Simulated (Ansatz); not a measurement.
**How far each method lies from UCCSDT(Q) for GaH3, triplet**

Geometry: that of the GaH3⁺, doublet, kept fixed. The singlet lies 2.7 eV lower here.

```csv
atom,x (Å),y (Å),z (Å)
Ga,0.0000,0.0253,0.0000
H,0.0000,-2.0473,0.0000
H,0.0000,0.1474,-1.5272
H,0.0000,0.1474,1.5272
```

Basis aug-cc-pVDZ; Ansatz 0.2.0. Only valence electrons are correlated (noble-gas cores and the filled d shells of p-block atoms frozen), which leaves 6 electrons in 49 orbitals. Prefix R: restricted or restricted open-shell reference; prefix U: unrestricted. Active spaces: valence = (6e, 7o) chosen from the atoms' valence shells. No spin–orbit coupling is included, and no scalar relativity.

Full CI isn't at hand for all of this; UCCSDT(Q) serves as the reference, and is uncertain by about the last step of the cluster series. The frozen core follows each run's orbitals, which can shift R against U totals by a few meV for light atoms and by up to 0.1 eV past Ca.

- UHF ⟨S²⟩: 2.016
- T1 diagnostic (RCCSD): 0.0235
- largest doubles amplitude (RCCSD): 0.036
- T1 diagnostic (UCCSD): 0.0194

```tsv
level	E − E(UCCSDT(Q)) (meV)	share of correlation (%)	wall time
UHF	2416	3.16	–
UMP2	661	73.53	–
UCCSD	71	97.14	–
UCCSD(T)	20	99.19	2.7 s
UCCSDT	1	99.94	–
```

The correlation energy at UCCSDT(Q), counted from RHF, is -2.495 eV. That run took 21 s on 1 thread of Arm Neoverse V2, shared host.

Run but not shown, since their state or frozen core can't be matched to the reference's or they repeat it: RHF, RMP2, RCCSD, RCCSD(T), BCCD(T), RCCSDT, RCCSDT(Q), CASSCF (valence space), NEVPT2 (valence space), MRCISD (valence space), MRCISD+Q (valence space).

Times hold each run's SCF and search for its determinant on a shared host, so for small cases they say little of a method's own cost; they ran on 1 thread of Arm Neoverse V2.

Natural occupations of CASSCF (valence space) about the gap: 1.969 1.957 1.002 1.000 0.050 0.015 0.007; effectively unpaired electrons, Σ n²(2−n)², 2.02.
